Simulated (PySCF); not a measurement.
Molecule: C2H5O2 (charge +1, singlet). It need not be the lowest isomer of its formula. 
Geometry from a B3LYP-D3(BJ)/def2-TZVP (Ansatz) optimisation:
```
O
C 1 1.2494
O 2 1.2811 1 121.15
H 3 0.9749 2 114.20 1 -180.00
H 2 1.0896 1 116.81 3 -180.00
C 1 1.4895 2 121.78 5 -180.00
H 6 1.0826 1 103.67 2 -180.00
H 6 1.0864 7 112.27 1 116.35
H 6 1.0864 7 112.27 8 127.29
```
Charge +1, spin multiplicity 1.

Dispersion corrections to the total energy (kcal/mol) from the dftd3 and dftd4 libraries through PySCF: D3(BJ) without and D4 with the three-body term, each with the damping fitted for the functional named.

```tsv
functional	D3(BJ)	D4
CAM-B3LYP	-1.99	-1.79
HF	-24.76	-9.12
BLYP	-5.87	-5.10
PBE0	[?]	-1.82
HSE06	[?]	-1.67
PBE	-2.86	-2.21
TPSS	-3.49	[?]
```

Problem. Fill in the missing entries.

Solution. 
- PBE0, D3(BJ): -2.36
- HSE06, D3(BJ): -1.66
- TPSS, D4: -3.01
